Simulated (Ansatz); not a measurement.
`O=COCS`. Total charge 0; spin multiplicity 1.

```xyz
9

O    -0.163   -2.161    0.165
C    -0.897   -1.285    0.514
O    -0.655    0.023    0.406
C     0.605    0.358   -0.188
S     0.929    2.104   -0.023
H    -1.883   -1.431    0.978
H     1.408   -0.168    0.330
H     0.606    0.046   -1.232
H     0.049    2.515   -0.950
```

(1) Give the diagnostics of a CCSD(T)/def2-TZVPP run (frozen core, Ansatz 0.2.0). (Best estimate.)

## Answers

(1) The calculation gave: T1 = 0.0149, largest single amplitude 0.027, largest double 0.026, (T) share of the correlation energy 4.2 %, 10 CCSD cycles. The RHF solution is stable towards an unrestricted one. T1 lies under the customary mark of 0.02 for closed shells.
